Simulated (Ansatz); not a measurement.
Barrier height from F + H2 to the transition structure FH2, without zero-point energy, on the benchmark's geometries as Psi4's copy of the set gives them.
Transition structure (charge 0, multiplicity 2):
```tsv
atom	x (Å)	y (Å)	z (Å)
H	0.1466	-1.1284	0.0000
F	0.0000	0.3304	0.0000
H	-0.1466	-1.8454	0.0000
```
Reactant (charge 0, multiplicity 1):
```xyz
2

H      0.000     0.000     0.000
H      0.742     0.000     0.000
```

Open shells are unrestricted; no spin–orbit coupling.

Correlated levels freeze the cores. CBS(a, b) extrapolates the correlation energy as X⁻³ and adds the Hartree–Fock energy of set b.

The values were computed with Ansatz (an electronic-structure program). Each number belongs to the level named beside it.

PBE/def2-TZVPPD gives -12.63 kcal/mol for the barrier height.

Task: Where do these levels fall relative to PBE: r2SCAN/def2-TZVPPD, B3LYP/def2-TZVPPD, wB97M-V/def2-TZVPPD, B2PLYP/def2-TZVPPD, MP2/CBS(aug-cc-pVTZ, aug-cc-pVQZ), CCSD(T)/CBS(aug-cc-pVTZ, aug-cc-pVQZ).

Result: r2SCAN/def2-TZVPPD 5.64; B3LYP/def2-TZVPPD 6.97; wB97M-V/def2-TZVPPD 10.45; B2PLYP/def2-TZVPPD 11.41; MP2/CBS(aug-cc-pVTZ, aug-cc-pVQZ) 17.01; CCSD(T)/CBS(aug-cc-pVTZ, aug-cc-pVQZ) 13.91 kcal/mol. 6 of 6 lie above PBE; the widest gap is to MP2/CBS(aug-cc-pVTZ, aug-cc-pVQZ).

The set's own value is 1.8 kcal/mol (Zhao et al., J. Phys. Chem. A 109, 2012 (2005), HTBH38), an estimate for the real system, whose open-shell reactant is lowered by spin–orbit coupling.
